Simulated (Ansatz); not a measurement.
# BSiH3 (SMILES B[SiH]): the energy, rung by rung

BSiH3: 5 atoms, total charge 0, spin state triplet. SMILES: `B[SiH]`. Geometry: relaxed at GFN2-xTB.

```csv
atom,x (Å),y (Å),z (Å)
B,-0.2067,-0.7082,0.1267
Si,0.7608,0.8295,-0.3504
H,-1.3037,-0.6208,0.5495
H,0.2636,-1.7797,0.0100
H,0.4860,2.2792,-0.3358
```

Each level gives the energy change with the B1–H3 bond stretched from 1.179 to 2.947 Å (eV). The values are calculated.

```tsv
level	kind	program	value (eV)	less FCI/STO-3G	CPU time (all runs)
UHF/STO-3G	Hartree–Fock	Ansatz	4.80	+0.34	0.38 s
USVWN5/STO-3G	LDA	Ansatz	5.38	+0.92	2.2 s
UBLYP/STO-3G	GGA	Ansatz	4.86	+0.40	3.4 s
U-r2SCAN0/STO-3G	hybrid meta-GGA	Ansatz	5.32	+0.86	15 s
UCAM-B3LYP/STO-3G	range-separated hybrid	Ansatz	5.45	+0.99	7.2 s
UMP2/STO-3G	perturbation theory	Ansatz	5.07	+0.61	0.35 s
UCCSDTQ/STO-3G	coupled cluster or CI	Ansatz	4.47	+0.01	32 s
FCI/STO-3G	exact in the basis	Ansatz	4.46	0.00	3.5 s
```

FCI/STO-3G is exact within its basis and frozen core, so for wave-function methods in that basis the difference is their error; functionals converge differently with the basis, so for them it is only a difference. The first shape isn't each level's own minimum. The values span 4.46 to 5.45 eV. Spin contamination of the reference (⟨S²⟩ at least 0.1 too high) touches UHF/STO-3G, U-r2SCAN0/STO-3G, UCAM-B3LYP/STO-3G, UMP2/STO-3G, UCCSDTQ/STO-3G. All rows use very small basis sets, so none should be taken for the real molecule's value. Times are those of the runs behind each value, whatever else they computed, on shared processors of several kinds: orders of magnitude only.
